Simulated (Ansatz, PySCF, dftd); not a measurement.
Reaction: C4H6 (buta-1,3-diene, SMILES C=CC=C) → 2 C2H3 (SMILES [CH]=C, doublet) (the C-C bond breaks)
Each species at its own B3LYP-D3(BJ)/def2-TZVP minimum (Ansatz, a first-principles code), one conformer.

Quantity: bond dissociation energy (enthalpy at 298 K, ideal-gas terms from PySCF's Hessians at B3LYP-D3(BJ)/def2-TZVP), in kJ/mol. UHF or UKS for unpaired electrons; spin-orbit terms are left out. Correlated methods leave the cores frozen. Rows without X2C or -DK are non-relativistic. CBS(X,Y): correlation extrapolated as X^-3, Hartree-Fock from the larger set. A bracket is a step between two methods taken in the basis named. The functionals are non-relativistic, so their misses hold any scalar relativity. Double hybrids freeze cores in their MP2 part. 'core' is core correlation in cc-pwCVTZ, 'X2C' scalar relativity in cc-pVTZ-DK, both at CCSD(T). The restricted determinant of C4H6 (C=CC=C, singlet) is unstable towards broken spin symmetry in at least one set run. The UHF reference of C2H3 ([CH]=C, doublet) is spin-contaminated (<S^2> up to 0.19 over the pure value in the sets run).

From measured enthalpies of formation at 298 K: 116.9 kcal/mol (G2/97 table in ASE (Curtiss et al.)). The calculations leave out spin-orbit terms.

| level | program | bond dissociation energy (kJ/mol) | error against that value |
|---|---|---|---|
| PBE-D3(BJ)/def2-TZVPD | Ansatz + dftd3 | 478.9 | -10.2 |
| PBE/def2-TZVPD | Ansatz | 471.7 | -17.4 |
| PBE0-D3(BJ)/def2-TZVPD | Ansatz + dftd3 | 477.1 | -12.0 |
| PBE0/def2-TZVPD | Ansatz | 470.7 | -18.4 |
| wB97X-V/def2-TZVPD | Ansatz | 481.7 | -7.4 |
| B2GP-PLYP-D3(BJ)/def2-TZVPD | Ansatz + dftd3 | 482.8 | -6.3 |
| B2GP-PLYP-D4/def2-TZVPD | Ansatz + dftd4 | 481.8 | -7.3 |
| MP2/cc-pVTZ | Ansatz | 545.9 | 56.8 |
| MP2/cc-pVQZ | Ansatz | 552.0 | 62.9 |
| CCSD(T)/cc-pVDZ | Ansatz | 469.4 | -19.7 |
| CCSD(T)/cc-pVQZ | Ansatz | 481.7 | -7.4 |
| CCSDT(Q)/cc-pVDZ | Ansatz | 466.5 | -22.6 |
| CCSD(T)/CBS(cc-pVTZ,cc-pVQZ) + [CCSDT(Q) - CCSD(T)]/cc-pVDZ + core + X2C | Ansatz | 483.1 | -6.0 |
